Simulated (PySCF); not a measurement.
**AlH5O (Al(H2O)H3): levels of theory compared**

Wanted: a comparison of 6 runs (MP2/STO-3G, BCCD(T)/STO-3G, QCISD(T)/STO-3G, CISD/STO-3G, CCSD(T)/STO-3G, FCI/STO-3G) of AlH5O (Al(H2O)H3). 

The calculation is run with PySCF 2.14.0.

3 further runs of the same task are left out: 3 set aside as unsound or not needed.

**1. The system as given**

AlH5O: 7 atoms, total charge 0, spin state singlet. As SMILES, `[H][Al]([H])([H])<-[OH2]`. Geometry: a GFN2-xTB relaxation, a rough one for these elements and not checked as a minimum.

Bond lengths: Al1–O2 1.891 Å, O2–H3 0.965 Å, O2–H4 0.964 Å, Al1–H5 1.572 Å, Al1–H6 1.570 Å, Al1–H7 1.574 Å. Angles: Al1–O2–H3 124.8°, Al1–O2–H4 123.3°, O2–Al1–H5 95.5°, O2–Al1–H6 100.8°, O2–Al1–H7 95.1°, H3–O2–H4 111.4°, H5–Al1–H6 117.6°, H5–Al1–H7 120.1°, H6–Al1–H7 117.8°.

**2. A single-point energy at MP2/STO-3G (run 1)**

Input file run.py:

```python
from pyscf import gto, scf, mp

system = gto.M(
    atom='''
Al       0.038170      -0.063310      -0.878000
O       -0.024940       0.038110       1.009060
H       -0.734700      -0.319470       1.555830
H        0.587960       0.568180       1.531290
H        1.607200      -0.040110      -0.978390
H       -0.735740       1.245780      -1.269530
H       -0.737950      -1.429180      -0.970260
''',
    basis='sto-3g',
    verbose=3,
    max_memory=1860,
    charge=0,
)

mf = scf.RHF(system)
mf.conv_tol = 1e-10
mf.kernel()
if not mf.converged:
    mf = mf.newton().run(mf.mo_coeff, mf.mo_occ)

pt = mp.MP2(mf, frozen=6).run()
etot = pt.e_tot
print(f'total energy: {etot:.8f} hartree')
```

On the command line:

```
OMP_NUM_THREADS=1 python run.py
```

The program printed:

```text
converged SCF energy = -315.738156633613
E(RMP2) = -315.812826270652  E_corr = -0.0746696370393218
E(SCS-RMP2) = -315.823138828742  E_corr = -0.0849821951287847
total energy: -315.81282627 hartree
```

Wall time 0.62 s (1 thread of Arm Neoverse V2, shared host); peak memory 0.11 GiB.

**3. A single-point energy at BCCD(T)/STO-3G (run 2)**

Input file calc.py:

```python
from pyscf import gto, cc
from pyscf.cc.bccd import bccd_kernel_

system = gto.M(
    atom=[
    ('Al', (0.038170, -0.063310, -0.878000)),
    ('O', (-0.024940, 0.038110, 1.009060)),
    ('H', (-0.734700, -0.319470, 1.555830)),
    ('H', (0.587960, 0.568180, 1.531290)),
    ('H', (1.607200, -0.040110, -0.978390)),
    ('H', (-0.735740, 1.245780, -1.269530)),
    ('H', (-0.737950, -1.429180, -0.970260)),
],
    basis='sto-3g',
    max_memory=1860,
    verbose=4,
    charge=0,
)

mf = system.RHF()
mf.conv_tol = 1e-10
mf.kernel()
if not mf.converged:
    mf = mf.newton().run(mf.mo_coeff, mf.mo_occ)

mycc = cc.CCSD(mf, frozen=6).run()
mycc = bccd_kernel_(mycc, diis=True)
e_t = mycc.ccsd_t()
etot = mycc.e_tot + e_t
print(f'total energy: {etot:.8f} hartree')
```

On the command line:

```
OMP_NUM_THREADS=1 python calc.py
```

The program printed:

```text
PySCF version 2.14.0

[... 57 lines left out ...]
converged SCF energy = -315.738156633613
[... 12 lines left out ...]
Init t2, MP2 energy = -315.812826270555  E_corr(MP2) -0.0746696369419641
[... 9 lines left out ...]
CCSD converged
[... 23 lines left out ...]
CCSD converged
[... 21 lines left out ...]
CCSD converged
[... 19 lines left out ...]
CCSD converged
[... 3 lines left out ...]
total energy: -315.84130466 hartree
```

Run time: 0.86 s. Hardware: 1 thread of Arm Neoverse V2, shared host; peak memory 0.12 GiB.

Runs 3 to 5 aren't shown in full; the table further down has their settings and results.

**4. A single-point energy at FCI/STO-3G (run 6)**

Input file run.py:

```python
from pyscf import gto, scf, mcscf
from pyscf import fci

mol = gto.M(
    atom='''
Al     0.072131    -0.119639    -1.659180
O     -0.047130     0.072017     1.906847
H     -1.388382    -0.603711     2.940093
H      1.111083     1.073705     2.893719
H      3.037168    -0.075797    -1.848889
H     -1.390347     2.354183    -2.399064
H     -1.394523    -2.700759    -1.833526
''',
    basis='sto-3g',
    unit='bohr',
    max_memory=1860,
    verbose=3,
)

mf = scf.RHF(mol)
mf.conv_tol = 1e-10
mf.kernel()
if not mf.converged:
    mf = mf.newton().run(mf.mo_coeff, mf.mo_occ)

cas = mcscf.CASCI(mf, mf.mo_coeff.shape[-1] - 6, (mol.nelec[0] - 6, mol.nelec[1] - 6))  # full CI above the frozen core
cas.fcisolver = fci.direct_spin0.FCI(mol)  # even spin states alone
cas.kernel()
print('<S^2> = %.4f' % cas.fcisolver.spin_square(cas.ci, cas.ncas, cas.nelecas)[0])
etot = cas.e_tot
print('E = %.10f Eh' % etot)
```

On the command line:

```
OMP_NUM_THREADS=1 python run.py
```

The program printed:

```text
converged SCF energy = -315.738156649932
CASCI E = -315.841530300372  E(CI) = -41.6251199010883  S^2 = 0.0000000
<S^2> = 0.0000
E = -315.8415303004 Eh
```

Run time: 36 s. Hardware: 1 thread of Arm Neoverse V2, shared host; peak memory 0.75 GiB.

**5. Overview of the runs**

```tsv
run	level	energy (Eh)	dipole moment (D) of the reference	HOMO energy (eV)	LUMO energy (eV)	wall time
1	MP2/STO-3G	-315.812826	4.97	-7.76	11.80	0.62 s
2	BCCD(T)/STO-3G	-315.841305	–	–	–	0.86 s
3	QCISD(T)/STO-3G	-315.841376	4.97	-7.76	11.80	0.6 s
4	CISD/STO-3G	-315.836117	4.97	-7.76	11.80	0.52 s
5	CCSD(T)/STO-3G	-315.841314	4.97	-7.76	11.80	0.64 s
6	FCI/STO-3G	-315.841530	4.97	-7.76	11.80	36 s
```

**6. Outcome**

| quantity | value |
| --- | --- |
| run 6: total energy | -315.84153 Eh |
| run 6: dipole moment (Hartree–Fock density) | 4.97 D |
| run 6: HOMO energy (Hartree–Fock orbitals) | -7.76 eV |
| run 6: LUMO energy (Hartree–Fock orbitals) | 11.80 eV |
| run 6: HOMO–LUMO gap (Hartree–Fock orbitals) | 19.56 eV |
| run 6: correlation energy (6 core orbitals frozen) | -103.4 mEh |

What this shows: Against full CI in this basis: MP2 +28.7 mEh; BCCD(T) +0.2 mEh; QCISD(T) +0.2 mEh; CISD +5.4 mEh; CCSD(T) +0.2 mEh. In runs 1, 2, 3, 4, 5, 6 the basis is minimal, so the values are rough. All runs together took 39 s, the longest 36 s.
